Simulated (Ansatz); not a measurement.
The first iterations of a band of ClH$_{3}$NSi (6 atoms, charge 0, multiplicity 2).

Computed with Ansatz 0.2.0, UKS PBE0/def2-mTZVP.

```json
{
  "movable images": "5",
  "climbing image": "from the first iteration",
  "spring": "5.0 eV/Å²",
  "optimiser": "fire",
  "start path": "through a guess of the saddle point",
  "force threshold": "0.03 eV/Å",
  "iteration limit": "60",
  "end points": "relaxed"
}
```

Initial state:

```xyz
6
Properties=species:S:1:pos:R:3
N -0.647 0.220 -0.626
Si 0.078 -0.347 0.809
Cl 1.717 -1.608 0.487
H -0.611 1.186 -0.914
H -1.068 -0.378 -1.320
H 0.574 0.864 1.519
```

Final state:

```xyz
6
Properties=species:S:1:pos:R:3
N -0.500 0.391 -1.234
Si 0.041 0.134 0.394
Cl 1.010 -1.662 0.765
H -1.162 0.180 1.256
H -0.336 -0.335 -1.935
H 0.990 1.227 0.708
```

| iteration | highest image above the first end (eV) | largest band force component (eV/Å) |
| --- | --- | --- |
| 1 | 3.554 | 4.169 |
| 2 | 3.423 | 2.203 |
| 3 | 3.290 | 2.601 |
| 4 | 3.206 | 1.276 |
| 5 | 3.062 | 2.614 |
| 6 | 2.992 | 1.446 |
| 7 | 2.931 | 1.413 |
| 8 | 2.819 | 1.423 |
| 9 | 2.683 | 1.128 |
| 10 | 2.546 | 1.036 |
| 11 | 2.433 | 0.752 |
| 12 | 2.354 | 0.725 |
| 13 | 2.319 | 1.036 |
| 14 | 2.324 | 0.773 |
| 15 | 2.325 | 0.614 |
| 16 | 2.325 | 0.528 |
| 17 | 2.324 | 0.416 |
| 18 | 2.323 | 0.383 |

**Question.** Does the band converge within its limit, and where does its top end?

**Answer.** It converged. It ended after 55 iterations with the highest image 2.302 eV above the first end. Neighbouring images differ by up to 2.1 eV, so the band resolves the path poorly. Another band between the same ends (5 images) ends at a top of the same energy, where a vibrational analysis finds 1 clearly imaginary mode.

The run took 7.8 min on 2 threads of Arm Neoverse V1, on a shared host, peak memory 0.17 GiB.
